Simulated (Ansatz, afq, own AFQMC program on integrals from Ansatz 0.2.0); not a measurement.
Two steps: Ansatz 0.2.0 writes the Fock matrix and Cholesky factors of the valence space, and afq projects on them the lowest state that overlaps trial and start.

```yaml
crystal:
  periodic: [false, false, false]
  atoms:
    - {symbol: Ge, position_ang: [0.000000, -0.037812, 0.233853]}
    - {symbol: C, position_ang: [0.000000, 0.144073, -1.282276]}
    - {symbol: H, position_ang: [0.000000, 1.515399, 0.583964]}
    - {symbol: H, position_ang: [0.000000, -0.507147, -2.157486]}
basis:
  gaussian: {orbitals: cc-pVDZ}
magnetization: {spin_polarized: true, initial_magnetization: 2}
correlation: {method: ccsd_t, electrons: outside_noble_gas, hamiltonian_folder: ham}
```

```sh
$ ansatz run in.yaml --threads 1 --pin off --events-out ev --progress --plain --max-ram 1382MiB
```

Options of the walk:

```
--method phaseless --trial cisd --walkers 60 --populations 1 --least-time 40 --time-step 0.005 --steps-per-block 50 --equilibration-blocks 28 --max-blocks 300 --target-error 0.00038 --factor-cut 1e-05 --start spin_pure --seed 1136 --release-times 0.24,0.51,0.99,1.62,2.4 --release-step 0.03 --release-every 4 --taylor-order 6
```

Times are imaginary, in 1/Eh. The walk had a cap of 1086 s. Filled inner d shells are frozen with the cores.

Output of the walk:

```
orbitals 36  electrons 6 4  factors 300 of 548
reference energy -2114.13324669 Eh
CCSD correlation -0.20385816 Eh in 12 cycles, weight of the determinant in the CISD state 0.8639
energy of the start -2114.336026 Eh
 block  time / (1/Eh)  mean weight  energy / Eh
     1     0.250  1.0002  -2114.334460
     2     0.500  1.0000  -2114.335891
     3     0.750  1.0012  -2114.338860
     4     1.000  1.0001  -2114.338460
     5     1.250  1.0002  -2114.341024
    10     2.500  1.0018  -2114.340938
    37     9.250  0.9994  -2114.341895
    67    16.750  0.9982  -2114.343745
    97    24.250  1.0010  -2114.345248
   127    31.750  0.9996  -2114.344436
   157    39.250  0.9986  -2114.351148
   187    46.750  1.0008  -2114.338740
   217    54.250  0.9974  -2114.342017
   241    60.250  1.0013  -2114.336002
   247    61.750  1.0015  -2114.338027
   265    66.250  0.9986  -2114.342724
blocks merged  error / Eh  count
     1  0.000234  240
     2  0.000296  120
     4  0.000364  60
     8  0.000357  30
    16  0.000435  15
released: time / (1/Eh)  energy / Eh  error  mean overlap
  0.24  -2114.343650  0.000375  1.0109
  0.51  -2114.344178  0.000326  1.0060
  0.99  -2114.344796  0.000402  1.0075
  1.62  -2114.344907  0.000479  1.0205
  2.40  -2114.344844  0.000457  1.0165
energy -2114.343659 +/- 0.000364 Eh
(rows thinned)
```

The run passed its tests (sampling time, drift between the halves within three errors, error under three times the target), which doesn't prove that it has relaxed.

Against this walk (error 9.9 meV) on the same determinant: CCSD(T) 9.0 meV higher (within the noise). The error is statistical and leaves out the bias of the constraint. Released to 2.40 1/Eh the energy lies 32 ± 16 meV (both errors) below the phaseless value, which shows part or all of the bias of the constraint, and CCSD(T) lies 41.2 meV above the released value.

Cautions: constraint bias not in the error; no relativity below Rb; no spin-orbit coupling; inner d shell frozen; lower spins were not checked; the determinant is a saddle point among determinants of its kind.

The walk took 6.9 min on 1 thread of Intel(R) Xeon(R) Platinum 8259CL CPU @ 2.50GHz (Skylake/Cascade Lake), on a shared host. The log's last line is the phaseless energy.

A walk keeps the symmetry of its determinant, which the program's search chose and which needn't be the lowest solution, so a lower state of the same spin and another symmetry isn't excluded.
